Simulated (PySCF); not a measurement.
## Static response to an electric field

NH3O.
Cartesian coordinates in Å at the PBE0-D3(BJ)/def2-SVP level; atoms count from 1:
```
atom  x, y, z in Å
N1    -0.007    0.004   -0.005
O2    -0.967    0.532   -0.721
H3     0.968    0.246   -0.308
H4    -0.006    0.263    1.012
H5     0.012   -1.045    0.022
```

Level: CAM-B3LYP/def2-SVPD (PySCF), static field, nuclei fixed, core orbitals frozen in the response. The polarisability tensor in these axes (au):

```
x   21.88 -2.41  3.26
y   -2.41 18.83 -1.79
z    3.26 -1.79 19.94
```

Give the principal values, the mean and the anisotropy Δα = √{½[(α1 − α2)² + (α2 − α3)² + (α1 − α3)²]}.

Principal values 17.51, 17.51 and 25.63 au; mean 20.22 au = 3.00 Å³ = 3.33 × 10⁻⁴⁰ C²·m²/J; Δα = 8.12 au (40 % of the mean).

What is the dipole moment, and where does it point?

(3.92, -2.16, 2.92) D, 5.35 D in size, pointing from the negative to the positive side. Measured along this direction, the outermost atoms are O2 at the negative end and H5, H4 and H3 at the positive end.

In TDDFT the mean static polarisability is Σ f/ω² over all singlet excitations (ω in hartree). How much of it do the 10 lowest give? Their energies (eV) and oscillator strengths: 4.95, 0.0083; 4.95, 0.0083; 6.64, 0.0001; 6.64, 0.0090; 6.64, 0.0091; 6.82, 0.1456; 7.10, 0.0283; 7.10, 0.0282; 8.70, 0.0000; 8.87, 0.0023.

They add up to 3.97 au, 19.7 % of the 20.22 au; the largest single term is 2.32 au, from the state at 6.82 eV. Terms in order: 0.25, 0.25, 0.00, 0.15, 0.15, 2.32, 0.41, 0.41, 0.00, 0.02 au. Higher excitations give the rest. The strengths listed sum to 0.239.

How large is μ²/3kT at 400 K beside α?

In Gaussian units μ²/3kT = 172.46 Å³ against 3.00 Å³, a ratio of 57.57; the Debye molar polarisation (4π/3)N_A(α + μ²/3kT) is 442.6 cm³/mol, leaving out the vibrational part.

Refractivity n − 1 of an ideal gas of it at 500 K and 1 atm, from the electronic α?

N = p/kT = 1.4678 × 10¹⁹ cm⁻³, so n − 1 = 2π × N × 3.00 × 10⁻²⁴ cm³ = 276 × 10⁻⁶ at long wavelengths.

What are the principal values of the traceless quadrupole moment, Θ = ½Σq(3rr − r²1), about the centre of nuclear charge?

-1.29, 0.65, 0.65 D·Å. The values depend on the origin, since the dipole doesn't vanish. The electronic extent ⟨r²⟩ about the same centre is 72 bohr², a root-mean-square distance of 1.06 Å for the 18 electrons.

Find the Langevin capture rate constant for H3+ (3.023 u) meeting this molecule (33.021 u), k = 2.342 × 10⁻⁹ cm³/s × √(α in Å³ / reduced mass in u).

The reduced mass is 2.77 u, so k = 2.44 × 10⁻⁹ cm³/s. The formula leaves out the permanent dipole, which adds to the capture rate.

Isolated species at its PBE0-D3(BJ)/def2-SVP geometry, gas phase.
